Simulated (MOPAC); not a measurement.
MOPAC input (PM3):

```
PM3 PRECISE GNORM=0.05 LET XYZ CHARGE=1 GEO-OK AUX(PRECISION=9) THREADS=1
H4P

P     0.00000000 1    0.00000000 1    0.00000000 1
H     0.01153407 1    1.31627200 1   -0.47059855 1
H     1.13540986 1   -0.67067869 1   -0.46389931 1
H    -1.14728752 1   -0.65050087 1   -0.46340908 1
H     0.00034359 1    0.00490756 1    1.39790694 1
```

Output:

```
 *******************************************************************************
 **                                                                           **
 **                              MOPAC v23.2.5                                **
 **                                                                           **
 *******************************************************************************
 ** MOPAC's Digital Object Identifier: https://doi.org/10.5281/zenodo.6511958 **
 **                                                                           **
 ** Please cite the open-source release paper for use of this MOPAC version:  **
 ** J. E. Moussa and J. J. P. Stewart (2026)                                  **
 ** MOPAC: An open-source semiempirical molecular orbital program             **
 ** J. Open Source Softw., 11(119), 8025, https://doi.org/10.21105/joss.08025 **
 *******************************************************************************

                              PM3 CALCULATION RESULTS

 *******************************************************************************
 *  PM3        - The PM3 Hamiltonian to be used
 *  GEO-OK     - OVERRIDE INTERATOMIC DISTANCE AND OTHER SAFETY CHECKS
 *
 *
 *
 *                 CHARGE ON SYSTEM = +1
 *
 *
 *
 *  LET        - OVERRIDE SOME SAFETY CHECKS
 *  PRECISE    - TIGHTER CRITERIA TO BE USED
 *  XYZ        - CARTESIAN COORDINATE SYSTEM TO BE USED
 *  GNORM      - EXIT WHEN GRADIENT NORM DROPS BELOW 0.050
 *  AUX        - OUTPUT AUXILIARY INFORMATION
 *******************************************************************************
PM3 PRECISE GNORM=0.05 LET XYZ CHARGE=1 GEO-OK AUX(PRECISION=9) THREADS=1
 H4P

   ATOM   CHEMICAL          X               Y               Z
  NUMBER   SYMBOL      (ANGSTROMS)     (ANGSTROMS)     (ANGSTROMS)

     1       P          0.00000000  *   0.00000000  *   0.00000000  *
     2       H          0.01153407  *   1.31627200  *  -0.47059855  *
     3       H          1.13540986  *  -0.67067869  *  -0.46389931  *
     4       H         -1.14728752  *  -0.65050087  *  -0.46340908  *
     5       H          0.00034359  *   0.00490756  *   1.39790694  *

          CARTESIAN COORDINATES

    NO.       ATOM           X           Y           Z

     1         P          0.0000      0.0000      0.0000
     2         H          0.0115      1.3163     -0.4706
     3         H          1.1354     -0.6707     -0.4639
     4         H         -1.1473     -0.6505     -0.4634
     5         H          0.0003      0.0049      1.3979

  H: (PM3): J. J. P. STEWART, J. COMP. CHEM. 10, 209 (1989).
  P: (PM3): J. J. P. STEWART, J. COMP. CHEM. 10, 209 (1989).

           Empirical Formula: H4 P  =     5 atoms

      MOLECULAR POINT GROUP   :   Td

      RHF CALCULATION, NO. OF DOUBLY OCCUPIED LEVELS = 4

          Geometry optimization using EF

          DIAGONAL MATRIX USED AS START HESSIAN

 CYCLE:     1  GRAD.:    94.242 HEAT:  140.8123
 CYCLE:     2  GRAD.:    61.470 HEAT:  125.2315
 CYCLE:     3  GRAD.:    91.988 HEAT:  123.1891
 CYCLE:     4  GRAD.:    27.892 HEAT:  118.2878
 CYCLE:     5  GRAD.:    10.156 HEAT:  117.2730
 CYCLE:     6  GRAD.:     2.227 HEAT:  117.1497
 CYCLE:     7  GRAD.:     0.135 HEAT:  117.1441
 CYCLE:     8  GRAD.:     0.002 HEAT:  117.1441

     GRADIENT =  0.00178 IS LESS THAN CUTOFF =  0.05000

 -------------------------------------------------------------------------------
 PM3 PRECISE GNORM=0.05 LET XYZ CHARGE=1 GEO-OK AUX(PRECISION=9) THREADS=1
 H4P

     GEOMETRY OPTIMISED USING EIGENVECTOR FOLLOWING (EF).
     SCF FIELD WAS ACHIEVED

                              PM3 CALCULATION
                                                       MOPAC v23.2.5 Linux

          FINAL HEAT OF FORMATION =        117.14412 KCAL/MOL =     490.13098 KJ/MOL

          COSMO AREA              =         59.94 SQUARE ANGSTROMS
          COSMO VOLUME            =         42.53 CUBIC ANGSTROMS

          GRADIENT NORM           =          0.00178          =       0.00080 PER ATOM
          IONIZATION POTENTIAL    =         19.092880 EV
          HOMO LUMO ENERGIES (EV) =        -19.093 -2.850
          NO. OF FILLED LEVELS    =          4
          MOLECULAR WEIGHT        =         35.0054         POINT GROUP:  Td

          MOLECULAR DIMENSIONS (Angstroms)

            Atom       Atom       Distance
            H     4    H     3     1.93376
            H     2    H     5     1.93376
            H     2    H     4     1.36738

          SCF CALCULATIONS        =          9

   ATOM   CHEMICAL          X               Y               Z
  NUMBER   SYMBOL      (ANGSTROMS)     (ANGSTROMS)     (ANGSTROMS)

     1       P          0.00000000  *   0.00000000  *   0.00000001  *
     2       H          0.00977058  *   1.11502154  *  -0.39864673  *
     3       H          0.96181220  *  -0.56813576  *  -0.39297177  *
     4       H         -0.97187384  *  -0.55104302  *  -0.39255650  *
     5       H          0.00029106  *   0.00415722  *   1.18417493  *

                             CARTESIAN COORDINATES

   1    P        0.000000001     0.000000004     0.000000013
   2    H        0.009770577     1.115021543    -0.398646735
   3    H        0.961812198    -0.568135762    -0.392971769
   4    H       -0.971873840    -0.551043020    -0.392556497
   5    H        0.000291058     0.004157217     1.184174931

           Empirical Formula: H4 P  =     5 atoms

      MOLECULAR POINT GROUP   :   Td

                  EIGENVALUES
 -34.41500 -19.09288 -19.09288 -19.09288  -2.85013  -2.31518  -2.31518  -2.31518

              NET ATOMIC CHARGES AND DIPOLE CONTRIBUTIONS

  ATOM NO.   TYPE          CHARGE      No. of ELECS.   s-Pop       p-Pop
    1          P           2.408403        2.5916     0.98923     1.60237
    2          H          -0.352101        1.3521     1.35210
    3          H          -0.352101        1.3521     1.35210
    4          H          -0.352101        1.3521     1.35210
    5          H          -0.352101        1.3521     1.35210
 DIPOLE           X         Y         Z       TOTAL
 POINT-CHG.     0.000     0.000     0.000     0.000
 HYBRID         0.000     0.000     0.000     0.000
 SUM            0.000     0.000     0.000     0.000

          ATOMIC ORBITAL ELECTRON POPULATIONS

     Atom    s        px        py        pz
    1  P   0.98923   0.53412   0.53412   0.53412
    2  H   1.35210
    3  H   1.35210
    4  H   1.35210
    5  H   1.35210

 **********************
 *                    *
 * JOB ENDED NORMALLY *
 *                    *
 **********************

 == MOPAC DONE ==
```

The dipole moment of an ion depends on the origin.
